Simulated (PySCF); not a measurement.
Problem. Write Cartesian coordinates for `CCNN` (ethylhydrazine) as optimised with PBE0-D3(BJ)/def2-SVP.

Solution. 
```
atom  x, y, z in Å
C1    -1.345    0.300    0.038
C2    -0.254   -0.739   -0.149
N3     0.966   -0.165   -0.674
N4     1.691    0.638    0.211
H5    -1.562    0.805   -0.915
H6    -2.271   -0.159    0.416
H7    -1.036    1.068    0.765
H8    -0.590   -1.508   -0.864
H9    -0.082   -1.265    0.820
H10    1.583   -0.892   -1.024
H11    1.324    1.586    0.189
H12    1.618    0.304    1.179
```

Any rigid rotation of these coordinates is as good. Atoms count from 1 in this order. N4 (hydrazine nitrogen) is pyramidal (angles 111.9°, 109.5° and 107.3°, sum 328.8°, 0.37 Å off the plane of its three neighbours). Of the pairs four or more bonds apart, H9···H12 is among the closest relative to their van der Waals radii: 2.34 Å, 98 % of the sum of Bondi's values. N3 (hydrazine nitrogen) is pyramidal (angles 115.8°, 110.7° and 108.3°, sum 334.8°, 0.37 Å off the plane of its three neighbours).

Bonds between heavy atoms (Å): C1–C2 1.518, C2–N3 1.447, N3–N4 1.397.

Level of theory: PySCF, PBE0-D3(BJ)/def2-SVP geometry optimisation, gas phase.

Point group: C1 (no symmetry element, even within 0.4 Å). Stationary, but not proved a minimum. One conformer, not necessarily the lowest (C1–C2–N3–N4 72°, C2–N3–N4–H -85° and 34°).
